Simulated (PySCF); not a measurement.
Start geometry of `C=CC/C=C\F` from GFN2-xTB (Å):
```
atom  x, y, z in Å
C1    -2.331    0.216    0.106
C2    -1.134    0.053    0.557
C3    -0.049   -0.615   -0.220
C4     1.132    0.348   -0.452
C5     2.336    0.168   -0.042
F6     2.723   -0.912    0.652
H7    -3.102    0.726    0.688
H8    -2.633   -0.090   -0.884
H9    -0.852    0.410    1.565
H10   -0.419   -0.963   -1.162
H11    0.333   -1.476    0.360
H12    0.868    1.251   -0.981
H13    3.132    0.868   -0.198
```

**Question.** What comes out of this run: PBE0-D3(BJ)/def2-SVP geometry optimisation, gas phase in PySCF 2.14.0?

**Answer.** 
```
atom  x, y, z in Å
C1    -2.1020   -0.0048   -0.1183
C2    -0.8754   -0.2036    0.3648
C3     0.2635   -0.8186   -0.3957
C4     1.4356    0.1088   -0.5111
C5     2.6380   -0.1154    0.0108
F6     2.9289   -1.2250    0.6916
H7    -2.8869    0.4489    0.4923
H8    -2.3683   -0.2932   -1.1408
H9    -0.6461    0.1054    1.3924
H10   -0.0850   -1.1058   -1.4027
H11    0.5910   -1.7425    0.1085
H12    1.2995    1.0547   -1.0432
H13    3.4907    0.5652   -0.0656
```

The energy falls by 0.218 eV over 11 energy and gradient evaluations, the largest force component goes from 0.0752 to 2.3e-04 Eh/bohr, and the atoms move by 0.061 Å rms after alignment. The bond that changes most is C4=C5 (alkene CH carbon to vinylic C–F carbon), which lengthens by 0.045 Å. Bonds longer at the end by more than 0.005 Å: 7 of 12; shorter: 3. Among the angles that change most is C3–C4–H12, from 114.2° to 118.4°. Rotational constants go from 12118, 1575, 1501 to 11826, 1557, 1483 MHz. The orientation of the end geometry is arbitrary; only internal coordinates are fixed.

The run used 119 basis functions and 75 SCF cycles in all. Hardware: an Arm Neoverse V2 with one thread, no GPU (shared host). Cost: 51 s of wall time, 0.51 GiB resident at most.

Stationary, but not proved a minimum. One conformer, not necessarily the lowest.
